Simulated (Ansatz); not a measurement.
# revPBE/STO-3G run of H3NO (hydroxylamine)

Aim: the vertical singlet–triplet gap of H3NO (hydroxylamine) at revPBE/STO-3G, from 2 runs. 

The calculation is run with Ansatz 0.2.0.

51 further runs of the same task are left out: 1 that didn't finish, 50 set aside as unsound or not needed.

## Step 1: The structure to begin with

H3NO: 5 atoms, total charge 0, spin state singlet. As SMILES, `NO`. Geometry: relaxed at GFN2-xTB. This is one conformer, not always the lowest.

Bond lengths: N1–O2 1.432 Å, N1–H3 1.020 Å, N1–H4 1.020 Å, O2–H5 0.966 Å. Angles: N1–O2–H5 105.0°, O2–N1–H3 105.6°, O2–N1–H4 105.6°, H3–N1–H4 107.4°.

## Step 2: A single-point energy at revPBE/STO-3G

in.yaml

```yaml
crystal:
  periodic: [false, false, false]
  atoms:
    - symbol: "N"
      position_ang: [-0.178910, -0.366440, -0.312920]
    - symbol: O
      position_ang: [0.371730, 0.674250, 0.501760]
    - symbol: H
      position_ang: [-0.161770, -1.206140, 0.265260]
    - symbol: H
      position_ang: [-1.156690, -0.114310, -0.454620]
    - symbol: H
      position_ang: [1.125640, 1.012630, 0.000530]
basis:
  gaussian:
    orbitals: STO-3G
magnetization:
  spin_polarized: false
hamiltonian:
  xc: {name: revPBE}
accuracy: high
```

Command:

```console
$ ansatz run in.yaml --threads 1 --pin off --max-ram 2610MiB --events-out events.jsonl --progress --plain --runs-dir runs
```

Output:

```text
Warning: RAYON_NUM_THREADS=1 ignored (pool sized by the plan → 1); use --threads N
Functional definition: revPBE
  name "revPBE"
  parameter kappa = 1.245
  parameter beta = 0.06672455060314922
  exchange = pbe_x(kappa = kappa, mu = beta*pi^2/3)
  correlation = pbe_c(beta = beta)
209 factors; integrals over basis functions are off by at most 3.8e-8 eV
mean field evaluation 1: about -3534.0593 eV, gradient 8.1e0 eV
mean field evaluation 2: about -3534.2224 eV, gradient 5.7e0 eV
mean field evaluation 4: about -3534.3316 eV, gradient 4.8e-1 eV
mean field evaluation 8: about -3534.2871 eV, gradient 1.3e-3 eV
mean field evaluation 16: about -3534.2871 eV, gradient 7.7e-8 eV
mean field -3534.28706391 eV, -129.8826539730 hartree, gradient 7.7e-8 eV, S^2 0.000000; 0 other end points of the search recorded, 0 dependent functions left out
reference -3534.28706608 eV, -129.8826540525 hartree; 9, 9 occupied and 4, 4 virtual orbitals, 209 factors
Total energy: -3534.28706608 eV, -129.8826540525 hartree
```

It took 0.71 s on 1 thread of Arm Neoverse V1, shared host.

## Step 3: The triplet at the same level

input.yaml

```yaml
crystal:
  periodic: [false, false, false]
  atoms:
    - {symbol: "N", position_ang: [-0.178910, -0.366440, -0.312920]}
    - {symbol: O, position_ang: [0.371730, 0.674250, 0.501760]}
    - {symbol: H, position_ang: [-0.161770, -1.206140, 0.265260]}
    - {symbol: H, position_ang: [-1.156690, -0.114310, -0.454620]}
    - {symbol: H, position_ang: [1.125640, 1.012630, 0.000530]}
basis:
  gaussian: {orbitals: STO-3G}
magnetization: {spin_polarized: true, initial_magnetization: 2}
hamiltonian: {xc: {name: revPBE}}
accuracy: high
```

Command:

```console
$ ansatz run input.yaml --threads 1 --pin off --max-ram 2610MiB --events-out events.jsonl --progress --plain --runs-dir runs
```

Output, cut to the lines that bear on the results:

```text
Warning: RAYON_NUM_THREADS=1 ignored (pool sized by the plan → 1); use --threads N
[... 6 set-up lines as earlier in the session ...]
209 factors; integrals over basis functions are off by at most 3.8e-8 eV
mean field evaluation 1: about -3524.1465 eV, gradient 1.4e1 eV
mean field evaluation 2: about -3502.6999 eV, gradient 5.3e1 eV
mean field evaluation 4: about -3524.6269 eV, gradient 1.3e1 eV
mean field evaluation 8: about -3524.7511 eV, gradient 1.2e1 eV
mean field evaluation 16: about -3526.3597 eV, gradient 2.0e-8 eV
mean field -3526.35968495 eV, -129.5913281694 hartree, gradient 5.2e-8 eV, S^2 2.001611; 1 other end points of the search recorded, 0 dependent functions left out
reference -3526.35968706 eV, -129.5913282471 hartree; 10, 8 occupied and 3, 5 virtual orbitals, 209 factors
Total energy: -3526.35968706 eV, -129.5913282471 hartree
```

Wall time 2.2 s (1 thread of Arm Neoverse V1, shared host); peak memory 0.11 GiB.

## Step 4: Summary of results

Level: revPBE/STO-3G.

```
                                        quantity          value
                           singlet: total energy  -129.88265 Eh
                           triplet: total energy  -129.59133 Eh
                                   triplet: ⟨S²⟩          2.002
vertical energy of the triplet above the singlet       7.927 eV
```

In words: At this shape the triplet lies 7.93 eV (183 kcal/mol) above the singlet. In a minimal basis such a difference can be off by several eV, whatever the method.
